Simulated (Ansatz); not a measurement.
## singlet C2: levels of theory in one basis

```yaml
atoms:
  - { symbol: C, position_ang: [0.0000, 0.0000, 0.0000] }
  - { symbol: C, position_ang: [0.0000, 0.0000, 1.2900] }
```

Basis set: def2-SVP (spherical functions). Correlated methods keep 2 orbitals frozen. Charge 0, multiplicity 1.

Computed with Ansatz (development build ahead of 0.2.0); each method stands on the lowest determinant of its kind that the runs found.

| method | E − E(RHF) (eV) | <S²> of the determinant |
| --- | --- | --- |
| RHF | 0.00 | 0.00 |
| UHF | -2.25 | 1.85 |
| RHF-MP2 | -4.67 | – |

What does UHF-MP2 give on the same scale?

-5.97 eV.

Is a single determinant a sound starting point here?

It is doubtful. Unrestricted orbitals lower Hartree–Fock by 2.25 eV and <S²> is 1.85 where a pure state has 0.00, a sign of strong static correlation.

Caution for RHF, RHF-MP2: an unrestricted determinant lies well below. Caution for UHF, UHF-MP2: the unrestricted determinant is a mixture of spin states. Caution for RHF-MP2, UHF-MP2: bonds are stretched, where a single reference can fail. Caution for RHF-MP2: other determinants can give a lower correlated total.
